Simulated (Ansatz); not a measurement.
# CHSi+ (SMILES C#[Si+]): one structure at several levels

A test off equilibrium: a structure displaced at random from a GFN2-xTB minimum is computed at several levels, and each is set against CCSD(T).

Program: Ansatz 0.2.0, Gaussian basis. Level of theory: single points in def2-TZVPP. These are calculated values, not measurements.

Correlated methods freeze the cores.

### 1 Where the work starts

3 atoms, charge 1, spin multiplicity 1.

Atoms are counted from 1 here; the program's logs count them from 0.

Bond lengths: C1–Si2 1.742 Å, C1–H3 1.113 Å. Angles: Si2–C1–H3 127.4°.

Geometry (Å):

```xyz
3
CHSi
C    -0.4133   -0.0270    0.1915
Si    1.2370   -0.5176    0.4598
H    -0.8124    0.5677   -0.6605
```

### 2 CCSD(T)/def2-TZVPP

The input, run/in.yaml:

```yaml
crystal:
  periodic: [false, false, false]
  atoms:
    - {symbol: C, position_ang: [-0.413300, -0.027000, 0.191500]}
    - {symbol: Si, position_ang: [1.237000, -0.517600, 0.459800]}
    - {symbol: H, position_ang: [-0.812400, 0.567700, -0.660500]}
basis:
  gaussian: {orbitals: def2-TZVPP}
total_charge: 1
correlation: {method: ccsd_t}
output: {forces: true}
```

The command line of these runs was not kept.

### 3 PBE0-D4/def2-TZVPP

run/in.yaml, as its differences from that of step 2:

```diff
@@ -9,3 +9,3 @@
 total_charge: 1
-correlation: {method: ccsd_t}
-output: {forces: true}
+hamiltonian: {xc: pbe0, dispersion: d4}
+output: {forces: true, orbitals: {seedname: orbitals}}
```

### 4 wB97M-V/def2-TZVPP

run/in.yaml, as its differences from that of step 3:

```diff
@@ -9,3 +9,3 @@
 total_charge: 1
-hamiltonian: {xc: pbe0, dispersion: d4}
-output: {forces: true, orbitals: {seedname: orbitals}}
+hamiltonian: {xc: {name: wB97M-V}}
+output: {forces: true}
```

### 5 r2SCAN-D4/def2-TZVPP

run/in.yaml, as its differences from that of step 4:

```diff
@@ -9,3 +9,3 @@
 total_charge: 1
-hamiltonian: {xc: {name: wB97M-V}}
+hamiltonian: {xc: r2scan, dispersion: d4}
 output: {forces: true}
```

### 6 PBE-D4/def2-TZVPP

run/in.yaml, as its differences from that of step 5:

```diff
@@ -9,3 +9,3 @@
 total_charge: 1
-hamiltonian: {xc: r2scan, dispersion: d4}
+hamiltonian: {xc: pbe, dispersion: d4}
 output: {forces: true}
```

### 7 SPW92/def2-TZVPP

run/in.yaml, as its differences from that of step 6:

```diff
@@ -9,3 +9,3 @@
 total_charge: 1
-hamiltonian: {xc: pbe, dispersion: d4}
+hamiltonian: {xc: lda}
 output: {forces: true}
```

### 8 r2SCANh-D4/def2-TZVPP

run/in.yaml, as its differences from that of step 7:

```diff
@@ -9,3 +9,3 @@
 total_charge: 1
-hamiltonian: {xc: lda}
+hamiltonian: {xc: {name: r2SCANh}, dispersion: d4}
 output: {forces: true}
```

(Steps that only read results are left out.)

What does the calculation give? Wanted: energy less free atoms, CCSD(T)/def2-TZVPP; RMS force component; RMS force error; HOMO and LUMO, PBE0-D4; T1 diagnostic.

**Answer**, as computed:

| quantity | value |
| --- | --- |
| energy less free atoms, CCSD(T)/def2-TZVPP | 1.186 eV |
| RMS force component | 0.331 to 1.032 eV/Å over the methods |
| RMS force error | PBE0-D4 0.192, wB97M-V 0.671, r2SCAN-D4 0.229, PBE-D4 0.227, SPW92 0.491, r2SCANh-D4 0.258 eV/Å |
| HOMO and LUMO, PBE0-D4 | -14.18 and -12.37 eV |
| T1 diagnostic | 0.064 |

What this shows: Against CCSD(T) the functionals' energies less atoms differ by -1.501 to +0.234 eV, PBE-D4 by -0.448 eV. A larger basis would deepen the CCSD(T) value, while the functionals are nearly converged already, so the order here is not reliable. For forces PBE0-D4 does best and wB97M-V worst. Frozen-core CCSD(T) forces in triple zeta carry basis errors of their own, and this is one geometry, so small gaps rank nothing. The T1 diagnostic is large here, over the usual mark for main-group molecules (transition-metal compounds often pass it harmlessly), so CCSD(T) itself may be off.
